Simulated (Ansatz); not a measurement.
# Fluorite SrCl2

These are PBE0-D3(BJ) in Ansatz (plane waves, PAW) values and carry that method's errors.

Settings: plane-wave cutoff 460 eV, 6×6×6 k mesh, Fermi–Dirac smearing 0.01 eV, scalar-relativistic PAW data made under PBE.

Cell: relaxed at this level.

| Quantity | Result |
|---|---|
| equilibrium volume per atom | 27.54 Å³/atom |
| bulk modulus | 39.2 GPa |
| lattice constant a | 6.914 Å |
| band gap | 7.46 eV (on the SCF k mesh) |
| smallest direct gap on the k points sampled | 7.56 eV |
| Γ–Γ gap | 7.83 eV |
| pressure derivative B′ of the bulk modulus | 4.5 |

Measured, for comparison: band gap 7.5 eV (temperature not stated, no zero-point or thermal correction; as tabulated in Aguado et al. (1999), arXiv:cond-mat/9901145); equilibrium volume per atom 28.27 Å³/atom, lattice constant a 6.974 Å (room temperature, no zero-point or thermal correction; as tabulated in Kanchana et al., Calculated structural, elastic and electronic properties of …); bulk modulus 34.3 GPa (temperature not stated, no zero-point or thermal correction, from elastic constants; as tabulated in Kanchana et al., Calculated structural, elastic and electronic properties of …). Computed (rounded) less measured: equilibrium volume per atom -2.6 %, bulk modulus +14 % (against room or unstated temperature, where such soft solids are markedly softer), lattice constant a -0.9 %. A static lattice is as a rule a little smaller and stiffer than an uncorrected measurement, which narrows the difference in the lattice constant a and would widen misses of the other sign.

Spin–orbit coupling is not included.

Static lattice: no zero-point or thermal effects.

The result took around 6 core-minutes (rough).

Ansatz is a program for electronic structure.
